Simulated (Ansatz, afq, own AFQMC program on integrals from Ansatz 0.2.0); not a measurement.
AFQMC on a folder of integrals that Ansatz 0.2.0 wrote.

```yaml
crystal:
  periodic: [false, false, false]
  atoms:
    - {symbol: Ge, position_ang: [0.000000, 0.000000, 0.431903]}
    - {symbol: N, position_ang: [0.000000, 0.000000, -1.883353]}
    - {symbol: H, position_ang: [0.000000, 0.830871, -2.477269]}
    - {symbol: H, position_ang: [0.000000, -0.830871, -2.477269]}
basis:
  gaussian: {orbitals: cc-pVTZ}
total_charge: 1
magnetization: {spin_polarized: true, initial_magnetization: 2}
correlation: {method: ccsd_t, electrons: outside_noble_gas, hamiltonian_folder: ham}
```

```sh
$ ansatz run in.yaml --threads 1 --pin off --events-out ev --progress --plain --max-ram 24576MiB --backend cuda --devices 0, --max-vram 18GiB
```

Options of the walk:

```
--method phaseless --trial cisd --walkers 600 --populations 10 --least-time 60 --time-step 0.005 --steps-per-block 50 --equilibration-blocks 28 --max-blocks 4000 --target-error 0.00019 --factor-cut 1e-05 --start spin_pure --seed 5680 --release-times 0.24,0.5,1,1.5 --release-step 0.02 --release-every 3 --taylor-order 6
```

Times are imaginary, in 1/Eh. The walk had a cap of 209 s. With eight or more populations the least sampling time is a fifth of least-time, and the error comes from their spread. Filled inner d shells are frozen with the cores.

```
orbitals 86  electrons 6 4  factors 565 of 624
reference energy -2130.73548188 Eh
CCSD correlation -0.25873739 Eh in 13 cycles, weight of the determinant in the CISD state 0.8924
energy of the start -2130.992882 Eh
 block  time / (1/Eh)  mean weight  energy / Eh
     1     0.250  1.0001  -2130.992533
     2     0.500  0.9998  -2130.994980
     3     0.750  1.0005  -2130.996096
     4     1.000  1.0000  -2130.999178
     5     1.250  0.9988  -2131.000035
     8     2.000  0.9994  -2131.000740
    11     2.750  1.0003  -2131.002234
    17     4.250  0.9987  -2131.003840
    23     5.750  1.0014  -2131.001702
    29     7.250  1.0010  -2131.002048
    35     8.750  1.0004  -2131.005675
    41    10.250  0.9998  -2131.002945
    47    11.750  1.0000  -2131.000906
    53    13.250  1.0004  -2131.004459
    59    14.750  1.0005  -2131.004297
    65    16.250  1.0009  -2131.002586
    71    17.750  0.9996  -2131.002659
    77    19.250  1.0004  -2131.003085
    83    20.750  1.0009  -2131.000665
    85    21.250  0.9998  -2131.000407
    89    22.250  0.9994  -2131.004422
    95    23.750  0.9989  -2131.002911
   101    25.250  0.9998  -2131.002503
   107    26.750  0.9996  -2131.001722
   111    27.750  0.9990  -2131.006366
   113    28.250  0.9999  -2131.005028
   117    29.250  0.9997  -2131.002896
error from the spread of 10 populations
released: time / (1/Eh)  energy / Eh  error  mean overlap
  0.24  -2131.003151  0.000155  0.9952
  0.50  -2131.003273  0.000160  0.9919
  1.00  -2131.002995  0.000153  0.9905
  1.50  -2131.003291  0.000203  0.9841
energy -2131.003026 +/- 0.000184 Eh
(rows thinned)
```

Problem. Estimate how long the walk took on 1 × NVIDIA H100 80GB HBM3 with 2 threads of AMD EPYC 7R13 Processor (Zen 3), on a shared host (the card was shared).

Solution. 83 s of wall time.

The run passed its tests (sampling time, drift between the halves within three errors, error under three times the target), which doesn't prove that it has relaxed.

Against this walk (error 5.0 meV) on the same determinant: CCSD(T) 22.6 meV higher, CCSDT(Q) 10.5 meV lower. The error is statistical and leaves out the bias of the constraint. Released to 1.50 1/Eh the energy moves by -7 ± 7 meV (both errors), within twice the noise.

Cautions: constraint bias not in the error; no relativity below Rb; no spin-orbit coupling; inner d shell frozen; lower spins were not checked.

CCSDT and higher add their correlation energy to the determinant of the CCSD(T) run, since their own runs factorise the integrals more tightly (a shift of under 2 meV). A walk keeps the symmetry of its determinant, which the program's search chose and which needn't be the lowest solution, so a lower state of the same spin and another symmetry isn't excluded.
